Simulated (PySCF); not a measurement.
Species: diketocyclobutene, C₄H₂O₂.
Cartesian coordinates in Å at the PBE0-D3(BJ)/def2-SVP level; atoms count from 1:
```
atom  x, y, z in Å
O1     2.1538   -0.7166    0.3592
C2     1.0416   -0.3367    0.1789
C3    -0.3015   -0.9672   -0.0944
C4    -0.9549    0.2182   -0.1585
C5     0.2814    1.0402    0.1101
O6     0.5441    2.1948    0.2179
H7    -0.6287   -2.0025   -0.2028
H8    -1.9976    0.4842   -0.3387
```

NICS is the negative of the GIAO shielding at a point without a nucleus: at the ring centre (0) and 1 Å above and below it (1); zz is the component along the ring normal. Level: GIAO CAM-B3LYP/pcSseg-2 (PySCF, non-relativistic, gas phase) on the PBE0-D3(BJ)/def2-SVP geometry, one conformer.

Ring bond lengths (Å): C2–C3 1.509, C3–C4 1.355, C4–C5 1.509, C5–C2 1.574.

Task: What do the NICS probes read (ppm)?

Result: 
```tsv
ring	type	NICS(0)	NICS(1), two faces	NICS(1)zz, two faces	rms pucker (Å)	centre to ring atoms, mean (Å)
C2–C3–C4–C5	4-membered carbocycle; bonds drawn aromatic by RDKit's count	12.0	-3.4 / -3.4	-5.0 / -5.0	0.00	1.05
```

Task: What do they say, and how far can they be read as aromaticity?

Result: 
- C2–C3–C4–C5: mean NICS(1)zz -5.0 ppm, shielded. NICS(0) lies 15 ppm above the mean NICS(1).

Task: What does the geometric index give? HOMA = 1 − mean of α(R − Ropt)² over the ring bonds, with Krygowski's 1993 parameters (CC: Ropt 1.388 Å, α 257.7 Å⁻²).

Result: 
- C2–C3–C4–C5: HOMA -3.19 = 1 − EN − GEO, with mean bond length 1.487 Å, EN = α(Ropt − mean)² = 2.512 and GEO = α × variance = 1.673.

Task: How shielded are the nuclei of the rings and their hydrogens (means over atoms taken as equivalent)?

Result: 
```csv
atoms,environment,σ isotropic (ppm),"principal values of the symmetric part, first atom (ppm)"
C2 (×2),ring carbonyl carbon,-28.9,"-98.2, -20.4, 32.1"
C3 (×2),unsaturated ring CH carbon,-26.0,"-167.2, -48.6, 138.1"
H7 (×2),hydrogen on carbon,21.56,"13.8, 24.9, 26.0"
```

Task: How do the values depend on the level or the medium?

Result: 
```
                  level  NICS(0), C2–C3–C4–C5  mean NICS(1)zz, C2–C3–C4–C5
CAM-B3LYP/pcSseg-2, gas                  12.0                         -5.0
     PBE0/pcSseg-1, gas                  10.8                         -5.0
```

The geometry is the same throughout.
